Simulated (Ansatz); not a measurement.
Frontier orbitals of C$_{2}$H$_{6}$Si (`C=C[SiH3]`).

Charge 0, multiplicity 1. The geometry is a stationary point of PBE0-D4/def2-TZVP. Basis def2-TZVPP, Ansatz.

```tsv
functional	HOMO (eV)	LUMO (eV)
PBE0	-8.01	-0.48
```

Question: Give HOMO and LUMO (eV) with LDA (SPW92), PBE, revPBE, BLYP, r2SCAN, B97M-V, B3LYP, r2SCANh, r2SCAN0, HSE06 (plane-wave form), BHLYP, CAM-B3LYP, LC-ωPBE, ωB97X-V, ωB97M-V, HF. (Estimate.)

Answer: The calculation gave: 
```csv
functional,HOMO,LUMO
LDA (SPW92),-7.05,-1.72
PBE,-6.90,-1.51
revPBE,-6.84,-1.43
BLYP,-6.73,-1.36
r2SCAN,-7.11,-1.29
B97M-V,-7.15,-1.30
B3LYP,-7.78,-0.70
r2SCANh,-7.53,-0.92
r2SCAN0,-8.16,-0.37
HSE06 (plane-wave form),-7.61,-0.87
BHLYP,-8.95,0.65
CAM-B3LYP,-9.33,0.70
LC-ωPBE,-10.76,1.85
ωB97X-V,-10.35,1.78
ωB97M-V,-10.25,1.64
HF,-10.40,3.33
```

B3LYP here is the variant with VWN-RPA as its local correlation; programs differ in this. LC-ωPBE has ω = 0.4 bohr⁻¹. Positive LUMOs are unbound and depend on the basis.
